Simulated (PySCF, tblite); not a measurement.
**C₄H₄S₂+ (doublet): geometry, infrared bands and EPR parameters**

What infrared bands and EPR parameters should C₄H₄S₂+ (doublet) (`[SH+]c1cccs1`) show?

Programs: tblite 0.8.0 and PySCF 2.14.0, with density-fitted response routines of our own. Each step states its level of theory. These are calculated values for one molecule in the gas phase, unless marked as measured. Atoms count from 0, in the outputs and in this text.

## (1) The molecule as given

10 atoms, charge 1, multiplicity 2; geometry from: force field or distance geometry start.

Bonds of the start (Å): S0–C1 1.76, C1–C2 1.37, C2–C3 1.44, C3–C4 1.37, C4–S5 1.71, S5–C1 1.70, S0–H6 1.34, C2–H7 1.07, C3–H8 1.09, C4–H9 1.08.

## (2) Geometry optimisation with GFN2-xTB

What the job is given:

```
{"job": {"kind": "relax", "xc": "GFN2-xTB", "basis": "xTB"}, "charge": 1, "multiplicity": 2}
S      2.696100    -0.079300    -0.128700
C      0.937200     0.043800    -0.049200
C      0.067000    -1.018400    -0.100500
C     -1.299500    -0.577500    -0.010400
C     -1.397400     0.780400     0.143900
S      0.135200     1.535400     0.140000
H      2.950800     1.236300    -0.014700
H      0.369900    -2.043100    -0.214300
H     -2.152000    -1.248600    -0.027600
H     -2.298500     1.375600     0.238900
```

The run is started by

```bash
$ OMP_NUM_THREADS=1 python probes_run.py task.json out
```

One launch serves the whole session: the jobs run in the order shown.

Output:

```text
step      E/eV     max force
  0    -451.28574    2.151
  1    -451.41228    0.631
  2    -451.42648    0.297
  3    -451.43521    0.308
  4    -451.43930    0.269
  5    -451.44186    0.150
  6    -451.44282    0.091
  7    -451.44327    0.061
  8    -451.44363    0.059
  9    -451.44393    0.053
 10    -451.44412    0.035
 11    -451.44420    0.021
 12    -451.44423    0.021
 13    -451.44427    0.020
 14    -451.44432    0.022
 15    -451.44438    0.023
 16    -451.44443    0.023
 17    -451.44447    0.019
 18    -451.44450    0.017
 19    -451.44452    0.011
 20    -451.44452    0.005
```

Run time: 0.38 s. Hardware: 1 thread of Intel Xeon at 2.50GHz, shared host.

The steps of the relaxation:

```csv
step,energy from step 0 (eV),largest force (eV/Å)
0,0.0000,2.1508
1,-0.1265,0.6313
2,-0.1407,0.2966
3,-0.1495,0.3085
4,-0.1536,0.2694
5,-0.1561,0.1503
6,-0.1571,0.0913
7,-0.1575,0.0614
8,-0.1579,0.0588
9,-0.1582,0.0532
10,-0.1584,0.0354
11,-0.1585,0.0207
12,-0.1585,0.0207
13,-0.1585,0.0202
14,-0.1586,0.0220
15,-0.1586,0.0228
16,-0.1587,0.0233
17,-0.1587,0.0188
18,-0.1588,0.0170
19,-0.1588,0.0114
20,-0.1588,0.0054
```

Distances of close pairs at the start and the end, largest changes first:

```csv
bond,before (Å),after (Å),change (Å)
C1–S5,1.704,1.768,+0.064
S0–C1,1.765,1.706,-0.059
C2–C3,1.439,1.383,-0.055
C1–C2,1.374,1.399,+0.025
C3–C4,1.370,1.393,+0.023
C4–S5,1.708,1.687,-0.021
C3–H8,1.085,1.076,-0.009
C4–H9,1.084,1.075,-0.009
```

The next job starts from the end point, and lists it.

## (3) Infrared spectrum with GFN2-xTB

What the job is given:

```
{"job": {"kind": "ir", "xc": "GFN2-xTB", "basis": "xTB"}, "charge": 1, "multiplicity": 2}
S      2.650760    -0.100454    -0.131703
C      0.953725     0.052840    -0.040334
C      0.049161    -1.012448    -0.103276
C     -1.264313    -0.590549    -0.002735
C     -1.379623     0.790321     0.137585
S      0.105196     1.592074     0.148758
H      2.946020     1.208381    -0.017427
H      0.359888    -2.035802    -0.217949
H     -2.116800    -1.246265    -0.027876
H     -2.295130     1.346556     0.232429
```

Output:

```text
mode    cm-1     km/mol
  1     165.6      1.28
  2     225.3      3.71
  3     330.3     36.14
  4     409.3      0.18
  5     417.0      0.43
  6     521.7      4.06
  7     609.9     22.59
  8     679.4     10.05
  9     748.6     34.48
 10     824.1     10.78
 11     856.3     33.20
 12     864.6      0.97
 13     876.0     12.31
 14     979.5      2.29
 15    1058.8      2.54
 16    1096.9      1.01
 17    1148.5      4.34
 18    1285.9     16.04
 19    1362.8     62.05
 20    1417.4     23.57
 21    2330.1     63.63
 22    3129.9      0.66
 23    3135.3     31.76
 24    3143.8     36.37
```

Wall time 0.64 s (1 thread of Intel Xeon at 2.50GHz, shared host).

The strongest bands and the atoms that carry them (share of the mass-weighted mode):

```csv
cm⁻¹,km/mol,atoms
330,36.1,H6 91 %
749,34.5,"H9 61 %, C4 14 %, H8 12 %"
856,33.2,H6 74 %
1363,62.0,"C3 29 %, C2 25 %, C4 21 %"
1417,23.6,"C3 52 %, C2 37 %"
2330,63.6,H6 97 %
3135,31.8,"H9 49 %, H7 43 %"
3144,36.4,"H8 46 %, H7 26 %, H9 20 %"
```

## (4) g tensor and hyperfine couplings: B3LYP/pcH-1

The job, as its differences from that of step 3:

```diff
@@ -1,2 +1,2 @@
-{"job": {"kind": "ir", "xc": "GFN2-xTB", "basis": "xTB"}, "charge": 1, "multiplicity": 2}
+{"job": {"kind": "epr", "basis": "pcH-1"}, "charge": 1, "multiplicity": 2}
 S      2.650760    -0.100454    -0.131703
```

With the program's defaults for keys left out, this is: UKS B3LYP, pcH-1 on C H S, non-relativistic, mean-field spin-orbit, GIAO.

Output:

```text
UKS, coarse grid
  cycle   1  E = -950.88786769  |g| = 2.80e-01
  cycle   2  E = -950.82483244  |g| = 4.18e-01
  cycle   3  E = -950.91479844  |g| = 9.43e-02
  cycle   4  E = -950.91861622  |g| = 4.97e-02
  cycle   5  E = -950.91995321  |g| = 1.26e-02
  cycle   6  E = -950.92005096  |g| = 3.99e-03
  cycle   7  E = -950.92006587  |g| = 2.21e-03
  cycle   8  E = -950.92007231  |g| = 1.18e-03
  cycle   9  E = -950.92007557  |g| = 8.29e-04
UKS, final grid
  cycle   1  E = -950.92006040  |g| = 1.47e-03
  cycle   2  E = -950.92005679  |g| = 3.05e-03
  cycle   3  E = -950.92006175  |g| = 1.55e-04
  cycle   4  E = -950.92006178  |g| = 1.33e-04
  cycle   5  E = -950.92006182  |g| = 9.35e-05
  cycle   6  E = -950.92006182  |g| = 1.39e-05
E = -950.92006182 Eh   <S^2> = 0.7590 (exact 0.7500)
g shifts (ppm)      1          2          3
  rmc          -184       -184       -184
  gc              1         47         40
  oz_so        -125       3686       6239
  total        -308       3548       6095
hyperfine (MHz)  atom isotope    a_iso     a_fc   dipolar eigenvalues
    0   33S      14.95      15.41    -39.15    -36.75     75.90
    1   13C      16.53      16.31    -21.95    -21.05     42.99
    2   13C       3.11       3.16    -11.05    -10.07     21.12
    3   13C     -10.43     -10.38     -2.98     -2.22      5.20
    4   13C      31.82      31.83    -31.58    -30.76     62.33
    5   33S      -1.42      -1.41     -0.78      0.10      0.68
    6    1H     -17.06     -17.13     -8.10     -1.03      9.13
    7    1H      -9.68      -9.69     -5.50     -2.86      8.36
    8    1H      -3.25      -3.25     -3.23     -2.68      5.91
    9    1H     -26.67     -26.69    -15.13     -1.98     17.10
```

It took 1.8 min on 1 thread of Intel Xeon at 2.50GHz, shared host; peak memory 0.72 GiB.

Principal g values 2.00201, 2.00587, 2.00841; g(iso) = 2.00543, against 2.00232 for a free electron.

Hyperfine couplings, nucleus by nucleus at this fixed geometry (no averaging over rotations):

```csv
nuclei,isotope,a(iso) (MHz),"a(iso) (G, at g = 2.0023)",largest dipolar term (MHz)
C4,13C,31.8,11.4,62.3
H9,1H,-26.7,-9.5,17.1
H6,1H,-17.1,-6.1,9.1
C1,13C,16.5,5.9,43.0
S0,33S,15.0,5.3,75.9
C3,13C,-10.4,-3.7,5.2
H7,1H,-9.7,-3.5,8.4
H8,1H,-3.3,-1.2,5.9
C2,13C,3.1,1.1,21.1
S5,33S,-1.4,-0.5,-0.8
```

Mulliken spin populations:

```csv
atom,value (e)
S0,0.37
C1,0.21
C2,0.11
C3,0.00
C4,0.37
S5,-0.04
H6,-0.01
H7,-0.01
H8,0.00
H9,-0.02
```

In first order the couplings over 0.8 MHz of 1H give 16 distinct lines over 20.2 G.

The fields below are evaluated on a grid from the run's orbitals.

ELF in a plane through or near 10 of the atoms.

Values, 10 rows by 14 columns:
```
0.00 0.00 0.00 0.00 0.00 0.00 0.00 0.00 0.00 0.00 0.00 0.00 0.00 0.00
0.00 0.00 0.00 0.00 0.00 0.03 0.16 0.07 0.00 0.00 0.00 0.00 0.00 0.00
0.00 0.00 0.00 0.00 0.01 0.61 0.91 0.68 0.02 0.24 0.35 0.00 0.00 0.00
0.00 0.00 0.70 0.96 0.04 0.56 0.46 0.17 0.54 0.99 0.99 0.08 0.00 0.00
0.00 0.01 0.78 1.00 0.65 0.43 0.89 0.46 0.17 0.60 0.24 0.00 0.00 0.00
0.00 0.01 0.40 0.29 0.48 0.76 0.56 0.45 0.27 0.64 0.68 0.02 0.00 0.00
0.00 0.01 0.65 0.95 0.75 0.13 0.62 0.37 0.69 0.98 1.00 0.25 0.00 0.00
0.00 0.00 0.10 0.41 0.23 0.02 0.99 1.00 0.11 0.14 0.49 0.00 0.00 0.00
0.00 0.00 0.00 0.00 0.00 0.00 0.67 0.75 0.01 0.00 0.00 0.00 0.00 0.00
0.00 0.00 0.00 0.00 0.00 0.00 0.00 0.00 0.00 0.00 0.00 0.00 0.00 0.00
```
The map spans 11.3 Å across and 9.3 Å up, centred on the molecule. Atoms in the plane (x, y in Å): S0 (-2.6, -0.4), C1 (-1.0, -0.1), C2 (0.1, -1.0), C3 (1.3, -0.4), C4 (1.3, 0.9), S5 (-0.3, 1.6), H6 (-3.1, 0.9), H7 (-0.1, -2.1), H8 (2.2, -1.0), H9 (2.1, 1.6).

On the surface of density 0.002 e/bohr³ the electrostatic potential runs, from the 1st to the 99th percentile, from 4.12 V near S5 to 6.20 V near H6.

The spin density lies nearest to S0 30 %; C4 25 %; C1 19 %; C2 9 %.

## (5) Summary of results

```
                                 quantity                 value
strongest single infrared mode (GFN2-xTB)  2330 cm⁻¹, 64 km/mol
             zero-point energy (GFN2-xTB)         39.5 kcal/mol
                           g(iso) (B3LYP)               2.00543
                                     ⟨S²⟩    0.759 (exact 0.75)
                           largest a(iso)   13C on C4, 31.8 MHz
```

In words: Over 20 steps the energy fell by 0.159 eV; of the close pairs, C1–S5 changed most, 1.704 to 1.768 Å. All 24 modes are real, so the xTB geometry is a minimum. The strongest single mode, at 2330 cm⁻¹, moves mainly H6. GFN2-xTB is a fitted tight-binding method: band positions and strengths are rough. Its intensities can rank the bands wrongly. The largest spin populations lie on S0 (0.37 e), C4 (0.37 e). The isotropic g lies 3.1 ppt above the free-electron value.
